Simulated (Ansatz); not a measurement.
## Hf: from a trial structure to a relaxed crystal

Theory: DFT PBEsol, scalar-relativistic, plane waves, PAW in Ansatz 0.2.0. Cutoff 420 eV, Γ-centred k mesh, Gaussian smearing, no spin polarisation in the final step.

Hf was placed on the beta-tungsten (A15) structure type (Pm-3n, No. 223), at a guessed volume.

```yaml
crystal:
  lattice:
    - [5.65158, 0.00000, 0.00000]
    - [0.00000, 5.65158, 0.00000]
    - [0.00000, 0.00000, 5.65158]
  atoms:
    - { symbol: Hf, position: [0.50000, 0.50000, 0.50000] }
    - { symbol: Hf, position: [0.00000, 0.00000, 0.00000] }
    - { symbol: Hf, position: [0.25000, 0.00000, 0.50000] }
    - { symbol: Hf, position: [0.50000, 0.25000, 0.00000] }
    - { symbol: Hf, position: [0.50000, 0.75000, 0.00000] }
    - { symbol: Hf, position: [0.75000, 0.00000, 0.50000] }
    - { symbol: Hf, position: [0.00000, 0.50000, 0.75000] }
    - { symbol: Hf, position: [0.00000, 0.50000, 0.25000] }
```

Cell and atoms relax at zero pressure; the relaxation can't lower the symmetry of the start. After a coarse first stage the cell is made exact in the group found at 0.06 Å.

Energies count from the standard state of Hf at the same level.

Problem. Describe the relaxed structure.

Solution. It keeps Pm-3n (No. 223). The result has the beta-tungsten (A15) structure. Conventional cell: a = 5.554 Å. Around Hf on Wyckoff site a (2 atoms of the primitive cell) lie 12 Hf at 3.10 Å; around Hf on Wyckoff site c (6 atoms of the primitive cell) lie 2 Hf at 2.78 Å, 4 Hf at 3.10 Å and 8 Hf at 3.40 Å.

```
Hf
1.0
     5.55411    0.00000    0.00000
     0.00000    5.55411    0.00000
     0.00000    0.00000    5.55411
Hf
8
Direct
  0.50000 0.50000 0.50000
  0.00000 0.00000 0.00000
  0.25000 0.00000 0.50000
  0.50000 0.25000 0.00000
  0.50000 0.75000 0.00000
  0.75000 0.00000 0.50000
  0.00000 0.50000 0.75000
  0.00000 0.50000 0.25000
```

Problem. What are its volume, energy, density and gap?

Solution. The volume per atom is 21.42 Å³. The density is 13.84 g/cm³. The energy over the standard structure is 0.23 eV/atom and the gap on the 8×8×8 mesh is 0 eV (a metal).

The final run used a 8×8×8 mesh on its 8-atom cell and 0.10 eV smearing. The k mesh leaves about 4 meV/atom of noise in metals. Spin–orbit coupling is left out. Symmetry constrained the relaxation, so the result can be a saddle point.